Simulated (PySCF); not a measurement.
**How the method moves the bond dissociation enthalpies of cyanic acid**

Structure: `N#CO` (CHNO). Non-hydrogen atoms are numbered in `[N:1]#[C:2][OH:3]`.

All levels share the PBE0-D3(BJ)/def2-SVP structures and the PBE0-D3(BJ)/def2-SVP thermal terms; only the single-point energies (PySCF) change. Values are bond dissociation enthalpies (298 K, kJ/mol).

```csv
level,O3–H,abs. error,time
HF/ma-def2-TZVP,233,127.1,1.6 s
CCSD(T)/ma-def2-TZVP,342,18.4,3.8 min
M06-2X/def2-TZVP,358,2.6,–
MP2/ma-def2-TZVP,374,14.0,5.9 s
ATcT 1.112,360,,
```

Times are wall times for all single points of a level on 1 thread of Arm Neoverse V2, a shared host; the dash marks the run that also made the structures.

Hartree-Fock leaves out electron correlation, so its bond energies come out too low, often by 100 kJ/mol or more.

The spread: 141 kJ/mol, from 233 to 374.

Note: radicals beside a multiple bond are drawn in one resonance form, and their spin spreads.

---

**methylamine: proton affinities at several levels**

Structure: `CN` (CH5N). Numbering: `[CH3:1][NH2:2]`

All levels share the PBE0-D3(BJ)/def2-SVP structures and the PBE0-D3(BJ)/def2-SVP thermal terms; only the single-point energies (PySCF) change. Values are proton affinities (298 K, kJ/mol).

| level | N2 | abs. error | time |
| --- | --- | --- | --- |
| M06-2X/def2-TZVP | 893 | 6.4 | – |
| MP2/ma-def2-TZVP | 894 | 5.3 | 2.7 s |
| CCSD(T)/ma-def2-TZVP | 900 | 0.7 | 41 s |
| HF/ma-def2-TZVP | 917 | 17.6 | 0.57 s |
| ATcT 1.112 | 899 |  |  |

Times are wall times for all single points of a level on 1 thread of Arm Neoverse V2, a shared host; the dash marks the run that also made the structures.

Hartree-Fock leaves out electron correlation, so its proton affinities can be off by tens of kJ/mol.

The spread: 24 kJ/mol, from 893 to 917.

---

Level of theory and proton affinities: formate

Structure: `O=C[O-]` ([CHO2]-). Atom numbers as in the mapped SMILES `[O:1]=[CH:2][O-:3]`.

All levels share the PBE0-D3(BJ)/ma-def2-SVP structures and the PBE0-D3(BJ)/ma-def2-SVP thermal terms; only the single-point energies (PySCF) change. Values are proton affinities (298 K, kJ/mol).

```
                    level    O1   time
         MP2/ma-def2-TZVP  1424   12 s
B3LYP-D3(BJ)/ma-def2-TZVP  1430      –
     CCSD(T)/ma-def2-TZVP  1438   95 s
          HF/ma-def2-TZVP  1463  1.4 s
```

Times are wall times for all single points of a level on 1 thread of Intel Xeon Platinum 8259CL @ 2.50GHz, a shared host; the dash marks the run that also made the structures.

Hartree-Fock leaves out electron correlation, so its proton affinities can be off by tens of kJ/mol.

The spread: 39 kJ/mol, from 1424 to 1463.
